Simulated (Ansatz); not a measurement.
Relaxation of H₂NNaSi (5 atoms, charge 0, multiplicity 1), to a largest force component of 0.02 eV/Å in at most 50 steps.

All numbers below come from RKS PBE-D4/def2-SVP in Ansatz.

```xyz
5
Properties=species:S:1:pos:R:3:forces:R:3
Na -2.833 0.553 -0.049 -0.40 0.01 -0.03
N -0.790 0.518 0.097 -0.60 0.35 0.06
Si 0.656 -0.137 0.009 0.14 -0.09 -0.02
H 1.063 -1.509 -0.377 0.10 -0.72 -0.21
H 1.904 0.576 0.320 0.75 0.45 0.19
```

Question: Where does it end, and by what steps?

Answer: It converged. The force dipped under the threshold on the way, but the program's further checks kept it going. After 7 steps the energy has fallen by 0.060 eV; N2 moved furthest, 0.11 Å.

```csv
step,energy less start (eV),largest force component (eV/Å),accepted
0,0.0000,0.748,yes
1,-0.0510,0.255,yes
2,-0.0582,0.024,yes
3,-0.0583,0.017,yes
4,-0.0587,0.043,yes
5,-0.0593,0.016,yes
6,-0.0598,0.026,yes
7,-0.0599,0.006,yes
```

```xyz
5
Properties=species:S:1:pos:R:3
Na -2.856 0.455 -0.080
N -0.775 0.625 0.131
Si 0.660 -0.106 0.018
H 0.982 -1.540 -0.392
H 1.989 0.566 0.323
```

Whether the end is a true minimum wasn't checked by a vibrational analysis.

Run time: 32 s on 1 CPU thread of a shared host.
